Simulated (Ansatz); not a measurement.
Ansatz (a program for electronic structure) input (RI-MP2/def2-TZVPPD):
A basis named .json is the Basis Set Exchange file of that set.

Ansatz 0.2 input:
```yaml
crystal:
  periodic: [false, false, false]
  atoms:
    - {symbol: Li, position_ang: [-0.00000000, -0.00000000, -0.42396811]}
    - {symbol: H, position_ang: [0.00000000, 0.00000000, 1.27190434]}
basis:
  gaussian:
    orbitals: def2-TZVPPD.json
    fitting: {mean_field: def2-universal-jkfit, correlation: def2-TZVPPD-RIFIT.json}
total_charge: -1
magnetization: {spin_polarized: true, initial_magnetization: 1}
correlation: {method: mp2, electrons: outside_noble_gas}
```

Output:

```
Functional definition: HF
integrals: 0.00 GiB planned
69 factors; integrals over basis functions are off by at most 2.9e0 eV
97 factors; integrals over basis functions are off by at most 7.3e-1 eV
mean field: 0.04 GiB planned
mean field evaluation 1: about -216.8362 eV, gradient 3.4e0 eV
mean field evaluation 2: about -217.2264 eV, gradient 1.6e0 eV
mean field evaluation 4: about -217.3896 eV, gradient 5.5e-1 eV
mean field evaluation 8: about -217.4128 eV, gradient 2.0e-6 eV
mean field evaluation 16: about -216.3615 eV, gradient 1.2e-1 eV
mean field -217.41275201 eV, -7.9897712686 hartree, gradient 2.0e-6 eV, S^2 0.750430; 4 other end points of the search recorded, 0 dependent functions left out
1 core orbitals not correlated
reference -217.41275201 eV, -7.9897712686 hartree; 2, 1 occupied and 36, 37 virtual orbitals, 97 factors
second order -0.77030920 eV of doubles, -0.00000000 eV of singles
Total energy: -218.18306121 eV, -8.0180796095 hartree
```
